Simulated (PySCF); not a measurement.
SiC⁺, doublet in 6-31G: errors against full CI

Geometry: that of the SiC, triplet, kept fixed. The quartet lies 1.0 eV lower here.

```xyz
2

Si    0.0000    0.0000    0.0000
C     0.0000    0.0000    1.7100
```

Basis 6-31G; PySCF 2.14.0. Correlated methods freeze the noble-gas cores, which leaves 7 electrons in 16 orbitals. R marks a restricted (for open shells ROHF) determinant, U an unrestricted one.

Full CI is exact within this basis and frozen core; it isn't the basis-set limit. The frozen core follows each run's orbitals, which can shift R against U totals by a few meV.

The determinant for coupled cluster was chosen by trial CCSD, here up to 0.64 eV above the lowest Hartree–Fock solution of its kind.

The UHF ⟨S²⟩ is 1.939, the ⟨S²⟩ of the determinant under UCCSD is 0.865 and the T1 diagnostic (ROHF- or RHF-based CCSD) is 0.0981. The largest doubles amplitude (ROHF- or RHF-based CCSD) is 0.211.

| level | E − E(determinant under the R cluster runs) (eV) |
| --- | --- |
| RCCSD | -4.5071 |
| RCCSD(T) | -4.8264 |

(1) Estimate how far full CI in 6-31G lies from RCCSD(T). The table doesn't fix it; the size of (T) and the diagnostics are the guide.

(1) Full CI in 6-31G lies 2.08 mEh below RCCSD(T), which is 18 % of the (T) step (-11.74 mEh). T1 is raised, a doubles amplitude is large, but (T) still catches most of what CCSD lacks. The miss exceeds 1 kcal/mol.

The other levels:

| level | E − E(full CI) (mEh) | share of correlation (%) | wall time |
| --- | --- | --- | --- |
| RCCSDT | 1.84 | 98.98 | 2.9 s |

The correlation energy at full CI, counted from the determinant under the R cluster runs, is -4.883 eV. The search over symmetries took 26 s on 1 thread of Arm Neoverse V2, shared host; the state has 254,800 determinants.

Run but not shown, since their state, orbitals or frozen core can't be matched to the reference's or they repeat it: RHF, UHF, RMP2, UMP2, UCCSD, UCCSD(T), UCCSDT.

Times are those of the correlated step on a shared host, with one SCF added for the restricted CCSD run; they ran on 1 thread of Arm Neoverse V2.

The full-CI state has the irrep B2 of C2v, in the program's axes (one component, if the state is degenerate).

Natural occupations of full CI about the gap: 1.968 1.808 1.731 0.959 0.263 0.169 0.061 0.020 0.006 0.004; effectively unpaired electrons, Σ n²(2−n)², 1.66.
